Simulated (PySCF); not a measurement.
# Si₃H₆: magnetic properties

Programs: PySCF 2.14.0, with routines of our own; each step states its level. All values are computed. Atoms count from 0.

## (1) The starting structure

9 atoms, charge 0, multiplicity 1; geometry from: GFN2-xTB.

## (2) Relaxing the molecule at PBE0-D3(BJ)/def2-SVP

Job settings and geometry (Å):

```
{"job": {"xc": "PBE0", "basis": "def2-SVP", "d3": "d3bj", "grid": 1, "kind": "geom"}, "charge": 0, "multiplicity": 1}
Si    -0.782057    -1.098915     0.075675
Si     1.325497    -0.129049    -0.237128
Si    -0.541217     1.228204     0.153784
H     -1.100255    -1.877209     1.276867
H     -1.496652    -1.757247    -1.022319
H      1.996327    -0.156664    -1.540473
H      2.395158    -0.277699     0.754568
H     -0.693387     1.976614     1.405231
H     -1.089853     2.097958    -0.891385
```

Command:

```console
$ OMP_NUM_THREADS=1 python excited_run.py task.json out
```

The driver reads the jobs from task.json and runs them one after another.

**Question.** How long does this first job take on 1 thread of Intel Xeon Platinum 8488C, shared host, and how much memory does it need?

About 6 s, with a peak of 0.42 GiB.
